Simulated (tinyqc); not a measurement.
Born-Oppenheimer dynamics on the unrestricted PBE/sto-6g surface (energies and gradients from PySCF), for LiH+, spin multiplicity 2, step by step. Computed by tinyqc, a small Python program that keeps every step (integrals from PySCF). Settings: charge = 1, multiplicity = 2, basis = sto-6g, functional = pbe,pbe, time step (fs) = 2.0, steps = 16. Command: `OMP_NUM_THREADS=1 python tinyqc.py 27569 27570 out.jsonl` (the two numbers bound the seeds that draw the settings). One thread of a shared host (Intel(R) Xeon(R) Processor @ 2.60GHz), about 8 s of CPU time with the checks.

## Velocity Verlet step 1

positions (bohr):
```
            x         y         z
1Li  0.000000  0.000000  0.000000
2H   0.000000  0.000000  2.766559
```

velocities (bohr per atomic time unit):
```
                x             y             z
1Li  -0.000028387   0.000177604   0.000002386
2H    0.000197613  -0.001236396  -0.000016614
```

gradient (hartree/bohr):
```
              x           y            z
1Li  0.00000000  0.00000000   0.05038054
2H   0.00000000  0.00000000  -0.05037284
```

masses (electron masses): 1Li 12789.392909, 2H 1837.152588

gradient after step 1 (hartree/bohr):
```
               x            y            z
1Li   0.00026592  -0.00166376   0.04086919
2H   -0.00026640   0.00166531  -0.04086676
```

dt = 2 fs = 82.6827 atomic units; x' = x + v dt - g dt^2 / (2m); after the new gradient g', v' = v - (g + g') dt / (2m).

positions after step 1 (bohr):
```
             x          y          z
1Li  -0.002347   0.014685  -0.013268
2H    0.016339  -0.102229   2.858909
```

velocities after step 1 (bohr per atomic time unit):
```
                x             y             z
1Li  -0.000029246   0.000182982  -0.000292576
2H    0.000203608  -0.001273870   0.002036548
```

## Velocity Verlet step 2

gradient after step 2 (hartree/bohr):
```
               x            y            z
1Li   0.00026971  -0.00168744   0.02207546
2H   -0.00026975   0.00168770  -0.02207754
```

As before.

positions after step 2 (bohr):
```
             x          y          z
1Li  -0.004836   0.030259  -0.048382
2H    0.033670  -0.210654   3.103334
```

velocities after step 2 (bohr per atomic time unit):
```
                x             y             z
1Li  -0.000030977   0.000193815  -0.000496043
2H    0.000215673  -0.001349323   0.003452981
```

## Energy conservation

The total energy should stay constant up to terms of order dt^2; the step counts as short enough if it moves by less than 2 % of the largest kinetic energy.

Trajectory:
```
time (fs)  1Li-2H (angstrom)  potential (hartree)  kinetic (hartree)  total (hartree)
0.000000            1.464000          -7.71122444         0.00164723      -7.70957721
2.000000            1.521182          -7.71614184         0.00610549      -7.71003635
4.000000            1.672806          -7.72498194         0.01448722      -7.71049472
6.000000            1.876088          -7.73026207         0.01980001      -7.71046206
8.000000            2.095990          -7.73101593         0.02073058      -7.71028536
10.000000           2.311858          -7.72910668         0.01895216      -7.71015452
12.000000           2.513526          -7.72619319         0.01610776      -7.71008543
14.000000           2.696837          -7.72318810         0.01313266      -7.71005545
16.000000           2.860738          -7.72048206         0.01043645      -7.71004562
18.000000           3.005662          -7.71819307         0.00814819      -7.71004488
20.000000           3.132673          -7.71631778         0.00627020      -7.71004758
22.000000           3.243032          -7.71480801         0.00475697      -7.71005104
24.000000           3.337979          -7.71360565         0.00355134      -7.71005431
26.000000           3.418640          -7.71265650         0.00259952      -7.71005698
28.000000           3.485989          -7.71191526         0.00185615      -7.71005910
30.000000           3.540835          -7.71134582         0.00128507      -7.71006075
32.000000           3.583831          -7.71092060         0.00085864      -7.71006195
```

The total energy moves within 9.2e-04 hartree; that is over 2 % of the largest kinetic energy, so the time step is too long.
